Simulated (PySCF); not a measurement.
Potential energy curve for SMILES [F][Al]([F])[F] (AlF₃), singlet. The Al1–F4 bond (Al1 also carries F, F; F4 carries nothing else) is stretched with both fragments frozen at the PBE0/def2-TZVP optimised geometry.

Level of theory: CCSD(T) on UHF/6-31G, 8 core orbitals frozen in PySCF.

Task: Relative to R = 1.70 Å, what are the energies at R = 1.46, 1.79, 1.88, 4.86 Å?

Result: 1.158 eV at 1.46 Å, 0.131 eV at 1.79 Å, 0.409 eV at 1.88 Å, 5.528 eV at 4.86 Å.

The unrestricted solution behind UCCSD(T) changes between 2.41 and 2.66 Å, which can leave a kink. The unrestricted determinant behind UCCSD(T) is spin-contaminated at 2.41 to 5.71 Å (<S²> up to 1.0, against 0.00 for a pure singlet).
